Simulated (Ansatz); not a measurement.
## [CH₃···H···N], quartet: reading a ladder of total energies

Geometry: a point of a hydrogen-transfer path between rigid fragments, not a stationary point.

```
atom    x (Å)    y (Å)    z (Å)
   C  -1.2550   0.0000   0.0000
   H  -1.6182   1.0273   0.0000
   H  -1.6182  -0.5137   0.8897
   H  -1.6182  -0.5137  -0.8897
   H  -0.2420   0.0000   0.0000
   N   1.4430   0.0000   0.0000
```

Basis cc-pVDZ; Ansatz 0.2.0. Correlated methods freeze the noble-gas cores, which leaves 13 electrons in 46 orbitals. Prefix R: restricted or restricted open-shell reference; prefix U: unrestricted.

Full CI isn't at hand for all of this; UCCSDT(Q) serves as the reference, and is uncertain by about the last step of the cluster series.

Runs differ by some tens of microhartree through their thresholds and, for an open shell, their frozen cores, so steps under 0.03 kcal/mol mean nothing.

```json
{"level": "UHF", "total energy (hartree)": "-94.562547"}
{"level": "UMP2", "total energy (hartree)": "-94.798590"}
{"level": "UCCSD", "total energy (hartree)": "-94.837672"}
{"level": "UCCSD(T)", "total energy (hartree)": "-94.842464"}
{"level": "UCCSDT", "total energy (hartree)": "-94.843037"}
{"level": "UCCSDT(Q)", "total energy (hartree)": "-94.843238"}
```

Problem. What is the correlation energy at UCCSDT(Q), and what share of it do UMP2 and UCCSD recover?

Solution. E(corr) = -94.843238 − (-94.562547) = -0.280691 hartree = -7.638 eV. UMP2: -0.236043 / -0.280691 = 84.09 %. UCCSD: -0.275125 / -0.280691 = 98.02 %.

Problem. By how many kcal/mol does UCCSD(T) miss UCCSDT(Q) (1 hartree = 627.509 kcal/mol), and which steps make up the rest?

Solution. -94.842464 − (-94.843238) = 0.000774 hartree = 0.49 kcal/mol. Steps: UCCSDT − UCCSD(T) = -0.36, UCCSDT(Q) − UCCSDT = -0.13 kcal/mol. That is within 1 kcal/mol of the reference in this basis, which itself misses far more of the correlation at the basis-set limit.
